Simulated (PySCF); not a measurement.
# A workflow on CH2AlN (SMILES N#[C][AlH2])

Wanted: a geometry optimisation (HCTH407-D3(0)/6-31G*), then the energy (MP2/CRENBL), then quasiparticle levels (G0W0@XLYP/6-311G*) of CH2AlN. 

Program for the calculation: PySCF 2.14.0.

1 further run of the same task is left out (for a faulty analytic Hessian).

## 1. The system as given

CH2AlN: 5 atoms, total charge 0, spin state singlet. As SMILES, `N#[C][AlH2]`. All atoms were displaced at random from a relaxed shape. The run starts from this shape.

Bond lengths: N1–C2 1.115 Å, C2–Al3 2.081 Å, Al3–H4 1.378 Å, Al3–H5 1.622 Å. Angles: N1–C2–Al3 177.7°, C2–Al3–H4 118.1°, C2–Al3–H5 111.8°, H4–Al3–H5 130.1°.

## 2. A geometry optimisation at HCTH407-D3(0)/6-31G(d) (density fitting with def2-universal-jkfit, Cartesian functions) (run 1)

run.py

```python
from pyscf import gto, dft
from pyscf.geomopt.geometric_solver import kernel as optimise

molecule = gto.M(
    atom='''
N        1.328177      -1.393150       1.433359
C        0.655669      -0.812450       0.759825
Al      -0.549936       0.336022      -0.487816
H       -1.637588      -0.271549      -1.077001
H       -0.045255       1.875670      -0.562800
''',
    max_memory=1860,
    cart=True,
    verbose=4,
    charge=0,
    basis='6-31g*',
    spin=0,
)

myscf = dft.RKS(molecule, xc='hcth407')
myscf = myscf.density_fit(auxbasis='def2-universal-jkfit')
myscf.disp = 'd3zero'
converged, mol_eq = optimise(myscf, maxsteps=100)
print('converged:', converged)
print(mol_eq.tostring())

myscf.reset(mol_eq)
molecule = mol_eq
myscf.kernel()
etot = myscf.e_tot
print('Final energy', etot)
```

Run with:

```sh
OMP_NUM_THREADS=1 python run.py
```

What it wrote:

```text
PySCF version 2.14.0

[INPUT] num. atoms = 5
[INPUT] num. electrons = 28
[INPUT] charge = 0
[INPUT] spin (= nelec alpha-beta = 2S) = 0
[INPUT] symmetry False subgroup None
[INPUT] Mole.unit = angstrom
[INPUT] Cartesian GTO integrals (6d 10f)
[INPUT] Symbol           X                Y                Z      unit          X                Y                Z       unit  Magmom
[INPUT]  1 N      1.328177000000  -1.393150000000   1.433359000000 AA    2.509890774946  -2.632671950438   2.708655948180 Bohr   0.0
[INPUT]  2 C      0.655669000000  -0.812450000000   0.759825000000 AA    1.239034838367  -1.535307989903   1.435861152598 Bohr   0.0
[INPUT]  3 Al    -0.549936000000   0.336022000000  -0.487816000000 AA   -1.039228426039   0.634989551829  -0.921838639181 Bohr   0.0
[INPUT]  4 H     -1.637588000000  -0.271549000000  -1.077001000000 AA   -3.094592824874  -0.513153239400  -2.035236925883 Bohr   0.0
[INPUT]  5 H     -0.045255000000   1.875670000000  -0.562800000000 AA   -0.085519555767   3.544502600063  -1.063537862905 Bohr   0.0

[... 34 lines left out ...]
> Convergence Criteria:
[... 84 lines left out ...]
pyscf/df/grad/rhf.py:289: LinAlgWarning: An ill-conditioned matrix detected: slice 0 has rcond = 1.8029745894662423e-16.
[... 158 lines left out ...]
converged SCF energy = -336.447290849661
[... 159 lines left out ...]
converged SCF energy = -336.447662076154
[... 157 lines left out ...]
converged SCF energy = -336.447678648855
[... 155 lines left out ...]
converged SCF energy = -336.447680644086
[... 155 lines left out ...]
converged SCF energy = -336.447680088773
[... 78 lines left out ...]
converged SCF energy = -336.447680088794
Final energy -336.4476800887939
```

Wall time 81 s (1 thread of Intel Xeon at 2.50GHz (Skylake/Cascade Lake), shared host); peak memory 0.55 GiB.

Steps, from the record of the run:

```
step  energy from the first frame kept (eV)  largest force (eV/Å)
   0                                 0.0000                9.3802
   1                                -0.7069                0.9337
   2                                -0.7106                0.2821
   3                                -0.7197                0.2901
   4                                -0.7207                0.0698
   5                                -0.7211                0.0287
   6                                -0.7212                0.0291
   7                                -0.7212                0.0225
   8                                -0.7212                0.0137
   9                                -0.7212                0.0119
  10                                -0.7212                0.0131
```

After the run. Bond lengths: N1–C2 1.172 Å, C2–Al3 1.951 Å, Al3–H4 1.587 Å, Al3–H5 1.587 Å. Angles: N1–C2–Al3 179.6°, C2–Al3–H4 116.9°, C2–Al3–H5 117.0°, H4–Al3–H5 126.1°.

## 3. A single-point energy at MP2/CRENBL (core potential) (run 3)

run.py

```python
from pyscf import gto, mp

system = gto.M(
    atom=[
    ('N', (1.296357, -1.415830, 1.397342)),
    ('C', (0.633070, -0.737135, 0.709297)),
    ('Al', (-0.479176, 0.382169, -0.437786)),
    ('H', (-1.722551, -0.315380, -1.134430)),
    ('H', (-0.055527, 1.904216, -0.587104)),
],
    max_memory=1860,
    basis='crenbl',
    ecp={'N': 'crenbl', 'C': 'crenbl', 'Al': 'crenbl'},
    verbose=4,
)

calc0 = system.RHF()
calc0.kernel()

pt = mp.MP2(calc0).run()
energy = pt.e_tot
print('Final energy', energy)
```

Run with:

```sh
OMP_NUM_THREADS=1 python run.py
```

What it wrote:

```text
PySCF version 2.14.0

[INPUT] num. atoms = 5
[INPUT] num. electrons = 14
[INPUT] charge = 0
[INPUT] spin (= nelec alpha-beta = 2S) = 0
[INPUT] symmetry False subgroup None
[INPUT] Mole.unit = angstrom
[INPUT] Symbol           X                Y                Z      unit          X                Y                Z       unit  Magmom
[INPUT]  1 N      1.296357000000  -1.415830000000   1.397342000000 AA    2.449759689663  -2.675530938943   2.640593682352 Bohr   0.0
[INPUT]  2 C      0.633070000000  -0.737135000000   0.709297000000 AA    1.196328917678  -1.392983266831   1.340377070976 Bohr   0.0
[INPUT]  3 Al    -0.479176000000   0.382169000000  -0.437786000000 AA   -0.905511405465   0.722194743299  -0.827295641169 Bohr   0.0
[INPUT]  4 H     -1.722551000000  -0.315380000000  -1.134430000000 AA   -3.255149625596  -0.595981825165  -2.143762007490 Bohr   0.0
[INPUT]  5 H     -0.055527000000   1.904216000000  -0.587104000000 AA   -0.104930822519   3.598446722015  -1.109465766637 Bohr   0.0

nuclear repulsion = 19.7073655838682
number of shells = 32
number of NR pGTOs = 56
number of NR cGTOs = 56
basis = crenbl
ecp = {'N': 'crenbl', 'C': 'crenbl', 'Al': 'crenbl'}

******** <class 'pyscf.scf.hf.RHF'> ********
method = RHF
initial guess = minao
damping factor = 0
level_shift factor = 0
DIIS = <class 'pyscf.scf.diis.CDIIS'>
diis_start_cycle = 1
diis_space = 8
diis_damp = 0
SCF conv_tol = 1e-09
SCF conv_tol_grad = None
SCF max_cycles = 50
direct_scf = True
direct_scf_tol = 1e-13
Set gradient conv threshold to 3.16228e-05
Initial guess from minao.
init E= -10.3572130973923
  HOMO = -0.350039465021813  LUMO = -0.0481921313121656  gap/eV = 8.21368
cycle= 1 E= -18.1513114080679  delta_E= -7.79  |g|= 0.495  |ddm|= 3.32
  HOMO = -0.454462072763111  LUMO = -0.0244006626888424  gap/eV = 11.70257
cycle= 2 E= -18.1740956784373  delta_E= -0.0228  |g|= 0.371  |ddm|= 0.692
  HOMO = -0.455730115541688  LUMO = -0.00216288896675887  gap/eV = 12.34219
cycle= 3 E= -18.2022035347896  delta_E= -0.0281  |g|= 0.082  |ddm|= 0.253
  HOMO = -0.451219312161286  LUMO = 0.00236058183847554  gap/eV = 12.34254
cycle= 4 E= -18.2041776880647  delta_E= -0.00197  |g|= 0.0136  |ddm|= 0.0681
  HOMO = -0.451810866688621  LUMO = 0.0028363869856336  gap/eV = 12.37158
cycle= 5 E= -18.2042691796995  delta_E= -9.15e-05  |g|= 0.00377  |ddm|= 0.0294
  HOMO = -0.451528976071718  LUMO = 0.00297747158656936  gap/eV = 12.36775
cycle= 6 E= -18.2042759355012  delta_E= -6.76e-06  |g|= 0.00139  |ddm|= 0.00712
  HOMO = -0.451618856558384  LUMO = 0.00301313055510644  gap/eV = 12.37117
cycle= 7 E= -18.2042777681959  delta_E= -1.83e-06  |g|= 0.000502  |ddm|= 0.00338
  HOMO = -0.451640079377526  LUMO = 0.00304478316439827  gap/eV = 12.37261
cycle= 8 E= -18.2042782757574  delta_E= -5.08e-07  |g|= 0.000198  |ddm|= 0.00125
  HOMO = -0.451665672396793  LUMO = 0.00305260992667855  gap/eV = 12.37351
cycle= 9 E= -18.2042783601712  delta_E= -8.44e-08  |g|= 3.12e-05  |ddm|= 0.000715
  HOMO = -0.451668661438261  LUMO = 0.00305038422604276  gap/eV = 12.37354
cycle= 10 E= -18.2042783606029  delta_E= -4.32e-10  |g|= 1.8e-06  |ddm|= 6.61e-05
  HOMO = -0.451668286011637  LUMO = 0.00305081769058035  gap/eV = 12.37354
Extra cycle  E= -18.2042783606049  delta_E= -2.05e-12  |g|= 9.51e-07  |ddm|= 6.13e-06
converged SCF energy = -18.2042783606049

******** <class 'pyscf.mp.mp2.RMP2'> ********
nocc = 7, nmo = 56
E(RMP2) = -18.4633783294104  E_corr = -0.259099968805503
E(SCS-RMP2) = -18.4623146209962  E_corr = -0.258036260391272
E_corr(same-spin) = -0.0610196563561514
E_corr(oppo-spin) = -0.198080312449352
Final energy -18.463378329410432
```

Wall time 2.2 s (1 thread of Intel Xeon at 2.50GHz (Skylake/Cascade Lake), shared host); peak memory 0.13 GiB.

## 4. Quasiparticle levels at G0W0@XLYP/6-311G(d) (sfX2C, density fitting with def2-universal-jkfit, Cartesian functions) (run 4)

input.py

```python
from pyscf import gto, dft, gw

mol = gto.M(
    atom=[
    ('N', (1.296357, -1.415830, 1.397342)),
    ('C', (0.633070, -0.737135, 0.709297)),
    ('Al', (-0.479176, 0.382169, -0.437786)),
    ('H', (-1.722551, -0.315380, -1.134430)),
    ('H', (-0.055527, 1.904216, -0.587104)),
],
    max_memory=1860,
    cart=True,
    charge=0,
    verbose=3,
    basis='6-311g*',
)

mf = dft.RKS(mol)
mf.xc = 'xlyp'
mf = mf.sfx2c1e()
mf = mf.density_fit(auxbasis='def2-universal-jkfit')
mf.kernel()

etot = mf.e_tot
print('E(%s) = %.9f' % ('XLYP', etot))

nocc = mol.nelec[0]
orbs = list(range(max(0, nocc - 4), min(mol.nao, nocc + 4)))
mygw = gw.GW(mf, freq_int='ac')
mygw.orbs = orbs
mygw.kernel()
print('orbital   mean field (eV)   quasiparticle (eV)')
for p in orbs:
    print('%4d %12.4f %12.4f' % (p + 1, mf.mo_energy[p] * 27.211386, mygw.mo_energy[p] * 27.211386))
```

Run with:

```sh
OMP_NUM_THREADS=1 python input.py
```

What it wrote:

```text
converged SCF energy = -337.105964934589
E(XLYP) = -337.105964935

WARN: GW QP energies may not be sorted from min to max

orbital   mean field (eV)   quasiparticle (eV)
  11      -8.4931     -11.5807
  12      -8.3381     -11.4219
  13      -8.1384     -11.1007
  14      -7.8164     -10.7985
  15      -3.2757      -0.5084
  16      -1.0327       2.4032
  17      -0.3792       2.3777
  18       0.0175       2.3511
```

Run time: 16 s. Hardware: 1 thread of Intel Xeon at 2.50GHz (Skylake/Cascade Lake), shared host; peak memory 0.33 GiB.

## 5. What came out

```
                                                         quantity          value
             run 1, HCTH407-D3(0)/6-31G*: total energy at the end  -336.44768 Eh
                       run 1, HCTH407-D3(0)/6-31G*: dipole moment         3.13 D
                         run 1, HCTH407-D3(0)/6-31G*: HOMO energy       -7.95 eV
                         run 1, HCTH407-D3(0)/6-31G*: LUMO energy       -3.26 eV
                       run 1, HCTH407-D3(0)/6-31G*: HOMO–LUMO gap        4.69 eV
                   run 1, HCTH407-D3(0)/6-31G*: dispersion energy   -4.57 kJ/mol
                                  run 3, MP2/CRENBL: total energy   -18.46338 Eh
          run 3, MP2/CRENBL: dipole moment (Hartree–Fock density)         3.86 D
           run 3, MP2/CRENBL: HOMO energy (Hartree–Fock orbitals)      -12.29 eV
           run 3, MP2/CRENBL: LUMO energy (Hartree–Fock orbitals)        0.08 eV
         run 3, MP2/CRENBL: HOMO–LUMO gap (Hartree–Fock orbitals)       12.37 eV
                            run 3, MP2/CRENBL: correlation energy     -259.1 mEh
      run 4, G0W0@XLYP/6-311G*: ground-state or mean-field energy  -337.10596 Eh
 run 4, G0W0@XLYP/6-311G*: dipole moment (XLYP Kohn–Sham density)         3.15 D
  run 4, G0W0@XLYP/6-311G*: HOMO energy (XLYP Kohn–Sham orbitals)       -7.82 eV
  run 4, G0W0@XLYP/6-311G*: LUMO energy (XLYP Kohn–Sham orbitals)       -3.28 eV
run 4, G0W0@XLYP/6-311G*: HOMO–LUMO gap (XLYP Kohn–Sham orbitals)        4.54 eV
                     run 4, G0W0@XLYP/6-311G*: quasiparticle HOMO      -10.80 eV
                     run 4, G0W0@XLYP/6-311G*: quasiparticle LUMO       -0.51 eV
```

**Reading.** The optimisation (run 1, HCTH407-D3(0)/6-31G*) took 10 steps and changed the energy by -0.721 eV. Mulliken charges (run 1, HCTH407-D3(0)/6-31G*) run from -0.31 on N1 to +0.35 on Al3. Mulliken charges (run 4, G0W0@XLYP/6-311G*) of the mean-field density run from -0.23 on N1 to +0.60 on Al3.
